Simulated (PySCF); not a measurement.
**Isomers of C3H8O2: computed energies against enthalpies of formation**

**What was measured.**

From CRC Handbook of Chemistry and Physics, for the gas at 298.15 K: enthalpy of formation of `OCCCO` (1,3-propanediol) -408 kJ/mol; enthalpy of formation of `COCOC` -348.5 kJ/mol.

How close the calculation comes is told at the end.

Differences of these values give the isomerisation enthalpies. Geometries: PBE0-D3(BJ)/def2-SVP; runs in PySCF, gas phase, with a dispersion term only where the level names one. Total electronic energies (Eh):

```tsv
SMILES	PBE0-D3(BJ)/def2-SVP	CAM-B3LYP/def2-SVPD
OCCCO	-269.07162	-269.27542
COCOC	-269.05127	-269.25325
```

Geometry of `OCCCO` (Å):
```
atom  x, y, z in Å
O1    -1.5765    1.0541    0.5177
C2    -1.2356   -0.2991    0.5514
C3    -0.2208   -0.6825   -0.5187
C4     1.1579   -0.1070   -0.2676
O5     1.0601    1.3039   -0.2178
H6    -0.7441    1.5366    0.4060
H7    -0.8360   -0.6046    1.5452
H8    -2.1632   -0.8774    0.4039
H9    -0.1312   -1.7801   -0.5780
H10   -0.5902   -0.3307   -1.4971
H11    1.5497   -0.5054    0.6899
H12    1.8548   -0.4253   -1.0668
H13    1.9043    1.6701    0.0625
```

Geometry of `COCOC` (Å):
```
atom  x, y, z in Å
C1    -1.551   -0.980   -0.287
O2    -0.971   -0.135    0.669
C3    -0.328    0.966    0.125
O4     0.797    0.646   -0.621
C5     1.846    0.113    0.141
H6    -2.328   -0.453   -0.875
H7    -2.025   -1.814    0.249
H8    -0.803   -1.382   -0.991
H9    -0.066    1.612    0.985
H10   -0.995    1.517   -0.566
H11    2.201    0.836    0.902
H12    1.548   -0.813    0.662
H13    2.675   -0.113   -0.544
```

Zero-point and thermal terms are left out, so the computed numbers are electronic energies.

**Comparison with experiment**

Relative to `OCCCO`, the lowest by measurement, in kJ/mol (measured: enthalpies at 298.15 K; computed: electronic energies):

```tsv
SMILES	measured	PBE0-D3(BJ)/def2-SVP	CAM-B3LYP/def2-SVPD
OCCCO	0.0	0.0	0.0
COCOC	59.5	53.4	58.2
```

Measured values: -408 kJ/mol (298.15 K; CRC Handbook of Chemistry and Physics) for the first row; the others come from the same table. Unsigned miss: CAM-B3LYP/def2-SVPD 1.3, PBE0-D3(BJ)/def2-SVP 6.1 kJ/mol. One conformer stands for `OCCCO` and `COCOC`, not necessarily the lowest, while the measurement averages over conformers. Where a level misses, the cause wasn't examined.
